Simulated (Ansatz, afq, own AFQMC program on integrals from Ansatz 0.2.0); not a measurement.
Two steps: Ansatz 0.2.0 writes the Fock matrix and Cholesky factors of the valence space, and afq projects on them the lowest state that overlaps trial and start.

```yaml
crystal:
  periodic: [false, false, false]
  atoms:
    - {symbol: Rh, position_ang: [0.000000, 0.000000, 0.000000]}
basis:
  gaussian: {orbitals: def2-TZVPP}
magnetization: {spin_polarized: true, initial_magnetization: 5}
correlation: {method: ccsd_t, electrons: outside_noble_gas, hamiltonian_folder: ham}
```

```sh
$ ansatz run in.yaml --threads 1 --pin off --events-out ev --progress --plain --max-ram 16896MiB --backend cuda --devices 0, --max-vram 18GiB
```

Options of the walk:

```
--method phaseless --trial cisd --walkers 3800 --populations 20 --least-time 60 --time-step 0.005 --steps-per-block 50 --equilibration-blocks 28 --max-blocks 4000 --target-error 0.00018 --factor-cut 1e-05 --start spin_pure --seed 1080 --release-times 0.24,0.6,1.2,2,3,4.2 --release-step 0.04 --release-every 3 --taylor-order 6
```

Times are imaginary, in 1/Eh. The walk had a cap of 337 s. With eight or more populations the least sampling time is a fifth of least-time, and the error comes from their spread. Core potentials past Kr, no spin–orbit coupling.

Log:

```
orbitals 52  electrons 7 2  factors 404 of 404
reference energy -109.63924497 Eh
CCSD correlation -0.18950018 Eh in 16 cycles, weight of the determinant in the CISD state 0.9447
energy of the start -109.828741 Eh
 block  time / (1/Eh)  mean weight  energy / Eh
     1     0.250  1.0000  -109.829219
     2     0.500  1.0001  -109.831030
     3     0.750  1.0000  -109.832228
     4     1.000  0.9999  -109.832773
     5     1.250  1.0000  -109.833336
    12     3.000  1.0000  -109.833698
    19     4.750  0.9996  -109.833810
    26     6.500  1.0002  -109.833940
    33     8.250  0.9999  -109.833889
    40    10.000  1.0001  -109.833775
    47    11.750  1.0004  -109.833784
    54    13.500  0.9998  -109.833930
    61    15.250  1.0003  -109.834154
    62    15.500  1.0000  -109.834405
    68    17.000  1.0000  -109.834036
    75    18.750  1.0001  -109.833792
    78    19.500  1.0001  -109.833452
error from the spread of 20 populations
released: time / (1/Eh)  energy / Eh  error  mean overlap
  0.24  -109.834065  0.000101  0.9972
  0.60  -109.834227  0.000057  0.9917
  1.20  -109.834189  0.000040  0.9852
  2.00  -109.834790  0.000614  0.9815
  3.00  -109.834248  0.000116  0.9647
  4.20  -109.834581  0.000130  0.9561
energy -109.833961 +/- 0.000046 Eh
(rows thinned)
```

The run passed its tests (sampling time, drift between the halves within three errors, error under three times the target), which doesn't prove that it has relaxed.

Against this walk (error 1.3 meV) on the same determinant: CCSD(T) 1.3 meV lower (within the noise), CCSDT(Q) 22.6 meV lower. The error is statistical and leaves out the bias of the constraint. The released energies have errors that jump between times, so the bars are unsure (meV from the phaseless value at times in 1/Eh: -7.3 ± 1.5 at 0.60, -6.2 ± 1.1 at 1.20, -23 ± 17 at 2.00, -8 ± 3 at 3.00, -17 ± 4 at 4.20), so they give no level; they do show a bias of the constraint, and the last of them that isn't too noisy lies 6 meV above CCSDT(Q). CCSDT(Q) is the surest value here, so the walk's 23 meV above it is most likely the bias of the constraint with this trial, which can have either sign.

Cautions: constraint bias not in the error; no spin-orbit coupling; outer-core shells of the metal frozen; another spin lies lower (by 4.25 eV).

The walk took 2.4 min on 1 × NVIDIA H100 80GB HBM3 with 2 threads of AMD EPYC 7R13 Processor (Zen 3), with other jobs on the host (the card was shared). The log's last line is the phaseless energy.

CCSDT and higher add their correlation energy to the determinant of the CCSD(T) run, since their own runs factorise the integrals more tightly (a shift of under 2 meV).
